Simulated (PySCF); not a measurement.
Broadened absorption spectrum of C5H8S

C5H8S.
SMILES: `C=C/C=C\SC`

Level of theory: TDDFT CAM-B3LYP/def2-SVPD, vertical, gas phase, core orbitals frozen in the response in PySCF 2.14.0, density-fitted response routines. Geometry: GFN2-xTB, one conformer, isolated molecule. Torsions of this conformer, `[CH2:1]=[CH:2]/[CH:3]=[CH:4]\[S:5][CH3:6]`: C1–C2–C3–C4 180°, C3–C4–S5–C6 180°.

Broadening: Gaussians 0.4 eV wide at half height, area fixed by f = 4.319×10⁻⁹ ∫ε dν̃. The width is an assumption, not a result. The curve ends short of the highest state used, and states not computed would add to its high-energy end.

(λ (nm), ε (L mol⁻¹ cm⁻¹)): (200.3, 1134), (202.7, 1260), (205.0, 1490), (207.4, 1593), (209.7, 1497), (212.1, 1250), (214.5, 957), (216.8, 704), (219.2, 497), (221.5, 351), (223.9, 242), (226.2, 172), (228.6, 128), (230.9, 112), (233.3, 135), (235.7, 233), (238.0, 475), (240.4, 1026), (242.7, 2040), (245.1, 3854), (247.4, 6518), (249.8, 10335), (252.2, 15039), (254.5, 19950), (256.9, 24827), (259.2, 28567), (261.6, 30879), (263.9, 31262), (266.3, 29774), (268.7, 26717), (271.0, 22839), (273.4, 18401), (275.7, 14264), (278.1, 10433), (280.4, 7408), (282.8, 4967), (285.2, 3198), (287.5, 2022), (289.9, 1209), (292.2, 715), (294.6, 400), (296.9, 223), (299.3, 118), (301.7, 60)

(1) Where are the band maxima, and which computed states make them?

(2) On this curve, what absorbance would a 10⁻⁵ mol/L sample give at 266 nm over a 1 cm path?

Results:

(1) 263 nm (4.71 eV), ε about 31000, made up of S1 (100%); 207 nm (5.98 eV), ε about 1600, made up of S4 (95%) (ε in L mol⁻¹ cm⁻¹; maxima over ε = 5, shares over 10%). At its high-energy end, 6.19 eV, the curve is still rising (ε about 1100, from S4 and S7). The states used: S1 4.71 eV (f 0.465); S2 5.28 eV (f 0.0008); S3 5.69 eV (f 0.0041); S4 5.99 eV (f 0.023); S5 6.45 eV (f 0.0000); S6 6.65 eV (f 0.016); S7 6.69 eV (f 0.365); S8 6.79 eV (f 0.0082).

(2) 266 nm is 4.661 eV, where ε is about 30000 L mol⁻¹ cm⁻¹, so A = ε c l ≈ 0.3 (Beer–Lambert, with the gas-phase spectrum and the assumed width).

The run took 51 s wall on Arm Neoverse V2, one thread, on a shared host.
